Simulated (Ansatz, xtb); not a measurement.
## C3H9N: which of two isomers lies lower

Structure X is `CC(C)N`, a singlet and structure Y is `CN(C)C`, a singlet. Both are isolated molecules in the gas phase, relaxed with r2SCAN-D4/def2-SVP; the shapes shown needn't be the lowest conformers.

X (Å):

```xyz
13

C    -1.9223    0.1711    1.7337
C    -0.6123    0.3668    2.5042
C     0.5056    0.8460    1.5849
N    -0.1578   -0.8278    3.2167
H    -2.2589    1.1020    1.2469
H    -2.7298   -0.1678    2.4039
H    -1.7952   -0.5929    0.9462
H    -0.7801    1.1471    3.2718
H     0.2384    1.7879    1.0813
H     1.4344    0.9971    2.1546
H     0.7075    0.0944    0.8009
H    -0.9014   -1.1638    3.8310
H    -0.0080   -1.5794    2.5387
```

Y (Å):

```xyz
13

C    -2.0061    0.0274    2.1735
C    -0.0117    0.3614    0.8918
C     0.1282    0.0270    3.2583
N    -0.5992   -0.2779    2.0472
H    -2.4392   -0.5259    3.0222
H    -2.2075    1.1143    2.3391
H    -2.5432   -0.2769    1.2608
H    -0.0386    1.4775    0.9452
H    -0.5466    0.0574   -0.0223
H     1.0419    0.0570    0.7853
H    -0.3027   -0.5260    4.1084
H     0.1137    1.1139    3.5185
H     1.1819   -0.2779    3.1544
```

Quicker runs give these differences E(Y) − E(X): GFN2-xTB −0.060 eV; HF/STO-3G +0.192 eV (at GFN2-xTB geometries); r2SCAN-D4/def2-SVP//GFN2-xTB +0.514 eV.

Question: Which of the two would you expect CCSD(T)/def2-SVP + ΔMP2/def2-TZVPP electronic energies to favour?

Answer: Structure X; the calculation gives E(Y) − E(X) = +0.600 eV.

How the difference moves with the method:

| level | geometry | E(Y) − E(X) (eV) | departure from the last row (eV) | job, with rough time for the two |
| --- | --- | --- | --- | --- |
| GFN2-xTB | GFN2-xTB | −0.060 | −0.660 | optimisation, 0.17 s |
| HF/STO-3G | GFN2-xTB | +0.192 | −0.408 | single point, 0.56 s |
| r2SCAN-D4/def2-SVP//GFN2-xTB | GFN2-xTB | +0.514 | −0.085 | single point, 5.1 s |
| r2SCAN-D4/def2-SVP | r2SCAN-D4/def2-SVP | +0.517 | −0.083 | optimisation, 33 s |
| HF/def2-SVP | r2SCAN-D4/def2-SVP | +0.502 | −0.098 | part of the CCSD(T) run |
| MP2/def2-SVP | r2SCAN-D4/def2-SVP | +0.586 | −0.014 | part of the CCSD(T) run |
| CCSD(T)/def2-SVP | r2SCAN-D4/def2-SVP | +0.550 | −0.050 | single point |
| CCSD(T)/def2-SVP + ΔMP2/def2-TZVPP | r2SCAN-D4/def2-SVP | +0.600 |  | single point, 40 s |

As drawn, Y has 2 C–N, 2 C–H in place of 2 C–C, 2 N–H.

GFN2-xTB puts the two in the other order. The largest departure from CCSD(T)/def2-SVP + ΔMP2/def2-TZVPP is that of GFN2-xTB, 0.660 eV. The last row adds to CCSD(T) the change of the MP2 difference between the two basis sets, here +0.050 eV.

With harmonic frequencies from r2SCAN-D4/def2-SVP (ideal gas, rigid rotor, one conformer each, 298.15 K, 1 atm): on the last row, ΔE + ΔZPE = +0.580, ΔH = +0.578, ΔG = +0.612 eV.

The correlated steps freeze 4 core orbitals. Mirror images aren't counted in ΔG. Programs: Ansatz 0.2.0, xtb 6.7.1; the last row on 2 threads of Intel(R) Xeon(R) Platinum 8259CL CPU @ 2.50GHz (Skylake/Cascade Lake) on a shared host.
